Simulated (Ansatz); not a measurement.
Predict the output of the script below (Ansatz 0.2.0 through its Python package).

Contents of `ch4mgs.xyz`:
```text
7

C    -0.78980    0.74240   -0.06050
S    -0.47970   -0.19550    1.40910
Mg    1.30530   -1.36930    0.27560
H    -1.03510    0.11920   -0.91050
H     0.05990    1.37100   -0.37030
H    -1.68450    1.48990    0.13440
H     2.68520   -2.22570   -0.52350
```

`ch4mgs.py`
```python
"""Barrier to internal rotation of CH4MgS by a nudged elastic band."""

import ansatz as az
import numpy as np

BASIS = "6-31G*"
XC = "hf"


def main() -> None:
    ch4mgs = az.Crystal.molecule_from_extxyz("ch4mgs.xyz")

    base = ch4mgs.calculation().basis(gaussian=BASIS).functional(XC)
    symbols = [site.symbol for site in ch4mgs.cartesian_sites]
    start = np.array([site.position_ang for site in ch4mgs.cartesian_sites], dtype=float)
    data = base.relax(force_tolerance=0.005).run(threads=1, pin="off").report
    end = np.array(data["positions_ang"])

    # the end point is the same minimum with the three like atoms permuted
    first, second, third = [3, 4, 5]
    turned = end.copy()
    turned[[first, second, third]] = end[[second, third, first]]
    listed = lambda xyz: [{"symbol": s, "position_ang": p.tolist()} for s, p in zip(symbols, xyz)]
    deck = base.input().to_dict()
    deck["crystal"]["atoms"] = listed(end)
    deck["neb"] = {"final_atoms": listed(turned), "images": 3, "initial_path": "idpp", "f_tol": 0.03, "max_iterations": 40}
    rounds = []
    band = az.Session.from_dict(deck).plan().execute(on_event=lambda e: rounds.append(e["data"]) if e["event"] == "neb_iteration" else None)
    for each in rounds:
        print(f"round {each['iteration']:2d}  largest band force {each['band_force_max_ev_ang']:.4f} eV/A")
    images = rounds[-1]["images"]
    for image in images:
        print(f"s = {image['path_coordinate_ang']:6.3f} A   {23.060548 * (image['lagrangian_ev'] - images[0]['lagrangian_ev']):8.3f} kcal/mol")


if __name__ == "__main__":
    main()
```

`python ch4mgs.py` gives:
```text
round  1  largest band force 1.1841 eV/A
round  2  largest band force 0.3246 eV/A
round  3  largest band force 0.0637 eV/A
round  4  largest band force 0.0293 eV/A
s =  0.000 A      0.000 kcal/mol
s =  0.714 A      0.137 kcal/mol
s =  1.428 A      0.272 kcal/mol
s =  2.142 A      0.137 kcal/mol
s =  2.856 A      0.000 kcal/mol
```

The energies are electronic: no zero-point or thermal terms, and the basis set is short of its limit. The whole script took 44 s on 1 thread of Arm Neoverse V1 (shared host), peak memory 0.19 GiB.
